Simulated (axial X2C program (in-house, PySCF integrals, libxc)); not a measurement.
**Correcting the dissociation energy of NaF⁺ for spin–orbit coupling**

A spin-free CCSD(T) curve (one-electron X2C) was computed with an in-house relativistic program for diatomic molecules, basis Na dyall-cv3z [9s8p5d2f], F dyall-av3z [7s6p3d2f] (cores contracted in-house), for the state M_S = 1/2, Λ = 1 (beyond evenly filled blocks: π+α, π+β, π-α). It gives D0 = 0.122 eV to Na+ + F, which in a spin-free picture are the weighted means of the ground terms.

Correlated methods: 15 electrons correlated (number of frozen shells: Na 1 s; F 1 s), 219 virtual spin orbitals or spinors in MP2, 90 natural virtuals in coupled cluster.

Measured levels of the ground terms (NIST Handbook of Basic Atomic Spectroscopic Data), in cm⁻¹: Na+ 1S: J = 0 at 0; F 2P: J = 3/2 at 0, J = 1/2 at 404.1.

The two components of the molecular doublet are 266 cm⁻¹ apart in the PBE0 2c search (Ω = 3/2 lower), so the lower one lies 133 cm⁻¹ under their mean.

(1) How far does each ground level lie under the (2J+1)-weighted mean of its term?

(2) Correct D0.

Second-order spin–orbit effects in the molecule, which grow quickly with Z, are left out. Occupations by symmetry block were frozen at the best pattern of an incomplete PBE0 search. De is counted from the lowest determinant-based energies of the atoms at the same level, without counterpoise correction. Coupled cluster ran in a truncated set of natural virtual spinors; the MP2 energy of the rest was added. (T) has no such correction and the atoms are truncated less, which lowers De at CCSD(T) by a hundredth of an eV or more. PBE0 can misorder states that lie within some tenths of an eV, so this need not be the ground state of the molecule. The nearest other spin-free determinant of the search, M_S = 1/2, Λ = 0, lies 0.08 eV up at the distance of the search.

Results:

(1) Na+: a single level, 0; F: (4 × 0 + 2 × 404.1)/6 = 135 cm⁻¹.

(2) D0 = 0.122 + (133 − 135)/8065.5 = 0.122 eV at CCSD(T) with these spin–orbit terms.
